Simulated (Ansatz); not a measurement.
Ideal-gas functions of C3H4N2 (`N=C1CC1=N`) at 500 K and 1 bar, from an Ansatz frequency run at PBE0-D4/def2-TZVP.

Molar mass 68.08 g/mol, point group C2v (symmetry number 2), electronic degeneracy 1, moments of inertia 41.67, 117.97, 156.267 u Å². Harmonic wavenumbers (cm⁻¹, unscaled): 228, 290, 312, 527, 594, 767, 843, 959, 1024, 1029, 1045, 1046, 1243, 1291, 1388, 1767, 1904, 3092, 3173, 3448, 3450.

Use S(trans) = R[1.5 ln M + 2.5 ln T − 1.1517]; rotational temperatures θ = 24.2544 K / I; S(rot) = R[ln(√π/σ · √(T³/θAθBθC)) + 1.5]; for each mode x = 1.438777 ν̃/T, S = R[x/(eˣ − 1) − ln(1 − e⁻ˣ)] and H = RT x/(eˣ − 1); 1 cm⁻¹ = 0.0119627 kJ/mol; R = 8.31446 J/(mol·K).

Task: By hand: the entropy, in J/(mol·K).

Result: Translation 172.2. Rotation: θ = 0.5821, 0.2056, 0.1552 K, giving 105.5. Vibration, mode by mode: 11.97, 10.06, 9.48, 5.61, 4.80, 3.24, 2.73, 2.09, 1.81, 1.79, 1.72, 1.72, 1.09, 0.98, 0.78, 0.32, 0.23, 0.01, 0.01, 0.00, 0.00, in all 60.4. Electronic 0.0. Sum 338.1 J/(mol·K).

Task: By hand: H − E and G − E in kJ/mol, counted from the electronic energy.

Result: Zero-point energy ½ × 29420 × 0.0119627 = 176.0; thermal vibration 18.4; translation, rotation and pV give 4 RT = 16.6. H − E = 211.0 kJ/mol, and G − E = 211.0 − 500 × 338.1/1000 = 42.0 kJ/mol.

Vibration gives 18 % of the entropy. The sum counts one conformer and one mirror image; others add a mixing term.
